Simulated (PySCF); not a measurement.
**Reproducing measurements on C4H4S**

**What was measured.**

NIST CCCBDB Release 22 (SRD 101), experimental dipoles lists, for the gas: dipole moment (dielectric constant against temperature) 0.55 D.

How close the calculation comes is told at the end.

C4H4S.
SMILES with atom numbers: `[cH:1]1[cH:2][cH:3][s:4][cH:5]1` (hydrogens: H6 on C1; H7 on C2; H8 on C3; H9 on C5)

Structure used (PBE0-D3(BJ)/def2-SVP), in Å, numbered top down from 1:
```
atom  x, y, z in Å
C1    -0.7619   -0.6660   -0.0255
C2     0.6606   -0.7358   -0.0256
C3     1.2443    0.5040   -0.0088
S4     0.0689    1.7549    0.0066
C5    -1.2227    0.6243   -0.0089
H6    -1.4190   -1.5366   -0.0375
H7     1.2294   -1.6665   -0.0377
H8     2.3057    0.7484   -0.0050
H9    -2.2550    0.9716   -0.0049
```

Runs made with PySCF (gas phase, on this PBE0-D3(BJ)/def2-SVP geometry; no spin–orbit coupling):

```
                             level                                          job  basis functions  wall time
PBE0-D3(BJ)/def2-SVP, grid level 1  geometry optimisation from a GFN2-xTB start               94       10 s
```

Hardware: one thread of an Arm Neoverse V2, no GPU, on a shared host.

Results beside the measurements:

**Dipole moment.** Measured: 0.55 D (NIST CCCBDB Release 22 (SRD 101), experimental dipoles).

| level | computed (D) | computed − measured (D) | % (from the printed values) |
| --- | --- | --- | --- |
| PBE0-D3(BJ)/def2-SVP | 0.46 | -0.09 | -16 |

The computed dipoles belong to one fixed geometry; measured ones are averaged over vibrations unless marked μe. Magnitudes are compared, not signs.

No measured geometry was used, and the causes of the misses weren't examined.
